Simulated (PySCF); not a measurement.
## Molecular orbitals of PN

PBE0 at R = 1.483 Å; PySCF, no relativity, basis sets P def2-TZVP, N def2-TZVP. State: triplet, unpaired electrons π ↑↑, a mixture of terms (⟨Lz²⟩ = 2.0), a second solution, started from another occupation. Only the outer orbitals are listed, counted within each symmetry.

```csv
spin,orbital,occ.,ε (eV),on P (%),main shells (%)
α,5σ,1,-25.53,34,"59 N s, 22 P s, 9 P p"
α,6σ,1,-14.49,70,"61 P s, 21 N s, 10 N p"
α,2π,1,-11.94,34,"65 N p, 31 P p"
α,2π,1,-10.32,41,"58 N p, 37 P p"
α,7σ,1,-9.83,38,"50 N p, 26 P p, 12 P s"
α,3π,1,-5.70,76,"70 P p, 24 N p"
α,3π,0,-2.58,72,"65 P p, 29 N p"
β,5σ,1,-23.74,38,"54 N s, 25 P s, 10 P p"
β,6σ,1,-13.10,67,"57 P s, 23 N s, 10 N p"
β,2π,1,-9.76,44,"55 N p, 40 P p"
β,7σ,1,-9.14,39,"49 N p, 25 P p, 13 P s"
β,2π,0,-5.91,52,"49 P p, 47 N p"
β,3π,0,-2.15,69,"62 P p, 31 N p"
β,3π,0,-0.56,62,"53 P p, 38 N p, 8 P d"
```

**Question.** Which are the highest filled and the lowest empty level, where do they sit, and how wide is the gap?

**Answer.** Highest filled α 3π at -5.70 eV (in %: 70 P p, 24 N p); lowest empty β 2π at -5.91 eV (in %: 49 P p, 47 N p); the gap at PBE0 is -0.21 eV.

| Item | Value |
| --- | --- |
| bond order (Mayer) | 1.93 |
| ⟨S²⟩ | 2.012 |
| charge on P (Mulliken, basis-dependent) | 0.18 |
| charge on P (Löwdin, basis-dependent) | 0.27 |
| dipole moment (positive dipole means P(−)N(+)) | -1.59 D |

Counting both spins, an empty level lies below a filled one in this solution, because spin and occupation are held.
